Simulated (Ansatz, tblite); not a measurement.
Spin states of Mg₃⁻, each relaxed with r2SCAN/def2-TZVPD in Ansatz. Electronic energies in the gas phase.

The xTB rows come from tblite. LC-ωPBE has ω = 0.4 bohr⁻¹. Correlated methods freeze 3 core orbitals; core or outer-core shells of Mg are correlated, in sets that lack core-valence functions. The structure comes from a short search, and lower isomers may exist.

Doublet geometry (D3h within 0.1 Å):

```xyz
3

Mg   -1.529   -0.194    0.828
Mg    0.043    0.095   -1.746
Mg    1.486    0.098    0.918
```

Quartet geometry (C2v within 0.1 Å):

```xyz
3

Mg    0.479    1.260    1.494
Mg   -1.113   -1.651   -0.294
Mg    0.634    0.391   -1.200
```

⟨S²⟩: doublet 0.76 at PBE0/def2-TZVPD (pure 0.75), quartet 3.81 at PBE0/def2-TZVPD (pure 3.75).

Run but left out: HF/STO-3G (doublet: a determinant that CCSD turns far, T1 0.059); HF/def2-TZVPD, HF/def2-TZVPPD, MP2/def2-TZVPD, MP2/def2-TZVPPD, CCSD/def2-TZVPPD, CCSD(T)/def2-TZVPPD (doublet: ⟨S²⟩ 1.48, where a pure state has 0.75).

Only these spin states were relaxed. The quartet has other bonds than the doublet, so the gap mixes isomer and spin.

```csv
level,quartet − doublet (kcal/mol),lowest of these,remarks
GFN1-xTB,139.8,doublet,–
GFN2-xTB,76.6,doublet,–
LDA (SPW92)/def2-TZVPD,29.4,doublet,"HOMO above zero (doublet), HOMO above zero (quartet)"
PBE/def2-TZVPD,26.9,doublet,"HOMO above zero (doublet), HOMO above zero (quartet)"
revPBE/def2-TZVPD,25.8,doublet,"HOMO above zero (doublet), HOMO above zero (quartet)"
r2SCAN/def2-TZVPD,22.8,doublet,"HOMO above zero (doublet), HOMO above zero (quartet)"
PBE0/def2-TZVPD,25.6,doublet,"HOMO above zero (doublet), HOMO above zero (quartet)"
LC-ωPBE/def2-TZVPD,20.6,doublet,spin-contaminated (⟨S²⟩ 3.98) (quartet)
ωB97M-V/def2-TZVPD,35.1,doublet,–
B2PLYP/def2-TZVPD,30.5,doublet,–
RPA@PBE/def2-TZVPD,27.8,doublet,–
```

Change of the quartet − doublet gap on mixing in exact exchange, in kcal/mol: PBE to PBE0 (25 % exact exchange) -1.3.

The xTB methods have no term that favours high spin, so they put low spin too low.
